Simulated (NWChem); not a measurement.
System: allene (C₃H₄); SMILES C=C=C

All runs: NWChem. All runs use the structure optimised with PBE-D3(BJ)/def2-SVP. Level MN15/def2-SVP: energy and gradient on several grids; changes count from the extra-fine grid, which is no exact limit either.

Which is the coarsest grid (medium; xcoarse; xfine; coarse; fine) from which on the energy stays within 50 μHa and each gradient component within 100 μHa/bohr of xfine?

medium.
| grid | size of the energy change (μHa) | largest change of a gradient component (μHa/bohr) |
|---|---|---|
| xcoarse | 7000 | 2000 |
| coarse | 100 | 100 |
| medium | < 10 | 40 |
| fine | < 10 | < 30 |
| xfine | < 10 | < 30 |
